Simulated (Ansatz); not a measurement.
# C₂H₄Si (SMILES C#C[SiH3]): a rigid scan of the bond length C1–C2

An exercise on one series of results from a longer session: the logs are not shown, and one member is left open.

Method: single points in def2-TZVPP; program: Ansatz 0.2.0, Gaussian basis.

Levels: PBE-D4, r2SCAN-D4, PBE0-D4, B3LYP-D4, wB97M-V, Hartree-Fock, MP2, CCSD, CCSD(T). The scan takes 0.989, 1.040, 1.114, 1.201, 1.297, 1.401, 1.511, 1.627, 1.748 Å.

Correlated methods freeze the cores. B3LYP uses VWN-RPA correlation.

19 further runs of the same task are left out: 19 set aside as unsound or not needed.

### The system as given

The minimum, relaxed at PBE0-D4: SMILES `C#C[SiH3]`, 7 atoms, charge 0, spin multiplicity 1.

Atoms are counted from 1 here; the program's logs count them from 0.

Bond lengths: C1–C2 1.206 Å, C1–H4 1.066 Å, C2–Si3 1.823 Å, Si3–H5 1.483 Å, Si3–H6 1.483 Å, Si3–H7 1.483 Å. Angles: C2–C1–H4 180.0°, C1–C2–Si3 180.0°, C2–Si3–H5 109.3°, C2–Si3–H6 109.3°, C2–Si3–H7 109.3°, H5–Si3–H6 109.6°, H5–Si3–H7 109.6°, H6–Si3–H7 109.6°.

Geometry (Å):

```xyz
7
C2H4Si
C    -0.5807   -1.8714    0.1722
C    -0.2185   -0.7265    0.0624
Si    0.3298    1.0043   -0.1038
H    -0.9010   -2.8835    0.2693
H    -0.0945    1.5283   -1.4250
H    -0.2817    1.8181    0.9749
H     1.8079    1.0629    0.0044
```

Energies of the minimum (eV), from earlier single points: PBE-D4 -10008.80932, r2SCAN-D4 -10013.74078, PBE0-D4 -10009.78387, B3LYP-D4 -10016.85136, wB97M-V -10014.20758, CCSD(T) -9999.01888.

At the minimum the bond length C1–C2 is 1.206 Å.

The first run:

Contents of ccsdt-tzvpp/in.yaml:

```yaml
crystal:
  periodic: [false, false, false]
  atoms:
    - {symbol: C, position_ang: [-0.580723, -1.871374, 0.172166]}
    - {symbol: C, position_ang: [-0.283592, -0.932372, 0.082120]}
    - {symbol: Si, position_ang: [0.264655, 0.798496, -0.084094]}
    - {symbol: H, position_ang: [-0.900981, -2.883547, 0.269278]}
    - {symbol: H, position_ang: [-0.159604, 1.322439, -1.405231]}
    - {symbol: H, position_ang: [-0.346856, 1.612256, 0.994685]}
    - {symbol: H, position_ang: [1.742750, 0.857063, 0.024165]}
basis:
  gaussian: {orbitals: def2-TZVPP}
correlation: {method: ccsd_t}
```

The command line of these runs was not kept.

Steps of the session up to this table: C1–C2 = 0.989 Å; C1–C2 = 1.040 Å; C1–C2 = 1.114 Å; C1–C2 = 1.201 Å; C1–C2 = 1.297 Å; C1–C2 = 1.401 Å; C1–C2 = 1.511 Å; C1–C2 = 1.627 Å; C1–C2 = 1.748 Å.

One of the session's tables, all rows but one given; the rest of the session is left out.

It belongs to the step «The curves». Energies less that of the minimum at the same level (kcal/mol):

| bond length (Å) | PBE-D4 | PBE0-D4 | B3LYP-D4 | wB97M-V | Hartree-Fock |
| --- | --- | --- | --- | --- | --- |
| 0.989 | 93.1 | 88.2 | 87.1 | 87.0 | 80.3 |
| 1.040 | 50.1 | 46.2 | 45.6 | 45.3 | 39.8 |
| 1.114 | ? | ? | ? | ? | ? |
| 1.201 | 0.2 | 0.0 | 0.0 | 0.0 | -0.2 |
| 1.206 (minimum) | 0.0 | 0.0 | 0.0 | 0.0 | 0.0 |
| 1.297 | 6.0 | 8.5 | 8.4 | 9.1 | 13.1 |
| 1.401 | 26.8 | 32.4 | 31.9 | 33.8 | 42.8 |
| 1.511 | 56.9 | 66.0 | 64.7 | 68.3 | 83.2 |
| 1.627 | 91.9 | 104.7 | 102.4 | 108.2 | 129.5 |
| 1.748 | 128.2 | 144.9 | 141.2 | 149.8 | 177.8 |

**Question.** Estimate the row for bond length (Å) = 1.114.

Worked estimate for «PBE-D4». A straight line through the neighbours (1.040, 50.1) and (1.201, 0.2) gives 50.1 + (0.2 − 50.1) × (1.114 − 1.040) / (1.201 − 1.040) = 27.2; a parabola fitted to 4 rows on both sides gives 16.9.

As computed: PBE-D4: 14.4; PBE0-D4: 12.2; B3LYP-D4: 12.0; wB97M-V: 11.6; Hartree-Fock: 8.3. In «PBE-D4» the line misses by +12.8 and the parabola by +2.5.
